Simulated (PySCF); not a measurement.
**AlC, doublet in 6-31G: errors against full CI**

Geometry: a point of a stretch scan, not a stationary point.

```xyz
2

Al    0.0000    0.0000    0.0000
C     0.0000    0.0000    1.5450
```

Basis 6-31G; PySCF 2.14.0. Only valence electrons are correlated (noble-gas cores frozen), which leaves 7 electrons in 16 orbitals. R marks a restricted (for open shells ROHF) determinant, U an unrestricted one.

Full CI is exact within this basis and frozen core; it isn't the basis-set limit. The frozen core follows each run's orbitals, which can shift R against U totals by a few meV.

* UHF ⟨S²⟩: 1.909
* ⟨S²⟩ of the determinant under UCCSD: 0.788
* T1 diagnostic (ROHF- or RHF-based CCSD): 0.1206
* largest doubles amplitude (ROHF- or RHF-based CCSD): 0.260

```
   level  E − E(full CI) (kcal/mol)  share of correlation (%)  wall time
     RHF                     103.76                      0.00          –
    RMP2                      35.41                     65.87          –
   RCCSD                       7.95                     92.33          –
RCCSD(T)                       0.67                     99.35      1.1 s
  RCCSDT                       0.80                     99.23      4.7 s
```

The correlation energy at full CI, counted from RHF, is -4.499 eV. The search over symmetries took 21 s on 1 thread of Intel Xeon, shared host; the state has 254,800 determinants.

Run but not shown, since their state, orbitals or frozen core can't be matched to the reference's or they repeat it: UHF, UMP2, UCCSD, UCCSD(T), UCCSDT.

Times are those of the correlated step on a shared host, with one SCF added for the restricted CCSD run; they ran on 1 thread of Intel Xeon.

The full-CI state has the irrep B2 of C2v, in the program's axes (one component, if the state is degenerate).

Natural occupations of full CI about the gap: 1.969 1.869 1.657 0.974 0.322 0.124 0.039 0.019 0.007 0.005; effectively unpaired electrons, Σ n²(2−n)², 1.74.
